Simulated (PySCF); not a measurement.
All values below come from PBE-D3(BJ)/def2-TZVP // B3LYP-D3(BJ)/def2-SVP (PySCF). Isolated molecules, 0 K electronic values unless said otherwise. 

Reference species (SMILES): `N` (neutral, multiplicity 1).

The HOMO–LUMO gap is 6.26 eV and the HOMO is -6.07 eV.

Changed species: `CSC` (free base S(CH3)2; the reference has free base NH3).

Problem. Predict the effect on the HOMO–LUMO gap and HOMO.

Solution. the HOMO–LUMO gap falls by 1.28 eV, to 4.98 eV; the HOMO rises by 1.04 eV, to -5.03 eV.
